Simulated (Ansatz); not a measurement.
Ansatz (a program for electronic structure) input (PBE/def2-SVP):

Ansatz 0.2 input:
```yaml
crystal:
  periodic: [false, false, false]
  atoms:
    - {symbol: C, position_ang: [0.00439699, 0.00529408, 0.50425813]}
    - {symbol: F, position_ang: [-0.01696785, 1.10243765, -0.30214647]}
    - {symbol: F, position_ang: [0.01189880, -1.10854091, -0.27918568]}
    - {symbol: H, position_ang: [-0.90251824, -0.00024261, 1.11129806]}
    - {symbol: H, position_ang: [0.92175780, 0.02340746, 1.09514257]}
basis:
  gaussian:
    orbitals: def2-SVP
hamiltonian:
  xc: {name: PBE}
magnetization: {spin_polarized: false}
```

Output:

```
Functional definition: PBE
integrals: 0.01 GiB planned
570 factors; their error is unknown
mean field: 0.10 GiB planned
mean field evaluation 1: about -6490.0542 eV, gradient 2.7e1 eV
mean field evaluation 2: about -6489.7593 eV, gradient 3.2e1 eV
mean field evaluation 4: about -6491.4476 eV, gradient 2.0e0 eV
mean field evaluation 8: about -6491.4544 eV, gradient 1.8e-2 eV
mean field evaluation 16: about -6491.4196 eV, gradient 6.9e-6 eV
mean field -6491.41960640 eV, -238.5552704929 hartree, gradient 4.6e-6 eV, S^2 0.000000; 0 other end points of the search recorded, 0 dependent functions left out
reference -6491.41962288 eV, -238.5552710985 hartree; 13, 13 occupied and 39, 39 virtual orbitals, 570 factors
Total energy: -6491.41962288 eV, -238.5552710985 hartree
```
